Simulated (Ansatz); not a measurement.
Results of r²SCAN+SOC in Ansatz (PAW) for fluorite CeO₂.

Numerical settings: plane-wave cutoff 560 eV, 12×12×12 k mesh, Fermi–Dirac smearing 0.01 eV, PAW data made under PBE.

Pressure at four volumes; x = ln(V/13.389 Å³). One pressure is withheld.

| V (Å³/atom) | x | P (GPa) |
|---|---|---|
| 12.586 | -0.0618 | 13.59 |
| 13.389 | 0.0000 | 0.00 |
| 13.925 | 0.0393 | -6.90 |
| 14.193 | 0.0583 | ? |

Task: Pass a parabola P(x) through the three rows shown, estimate the bulk modulus and its pressure derivative near zero pressure, and predict the withheld pressure.

Result: Slopes between the rows: (0.00 − (13.59))/(0.0000 − (-0.0618)) = -219.90 and (-6.90 − (0.00))/(0.0393 − (0.0000)) = -175.57 GPa. Their difference over the span 0.1011 is c = 44.33/0.1011 = 438.5 GPa, so P(x) = 13.59 + (-219.90)(x − (-0.0618)) + 438.5 (x − (-0.0618))(x − (0.0000)). At the middle row B = −dP/dx = −[-219.90 + 438.5 × 0.0618] = 192.8 GPa, and B′ = dB/dP = 2c/B = 4.5. At x = 0.0583 the parabola gives -9.75 GPa; the run gives -9.83 GPa. The Birch–Murnaghan fit to the energies at all volumes has B0 = 192 GPa and B′ = 4.4.

Measured, for comparison: bulk modulus 220 ± 9 GPa (room temperature, no zero-point or thermal correction, our sources range from 220 to 230; as tabulated in High Pressure Brillouin Spectroscopy and X-ray Diffraction of Cerium Dioxide …). Computed (rounded) less measured: bulk modulus -13 % (-13 % to -17 % over the range).

Ansatz is a first-principles code.
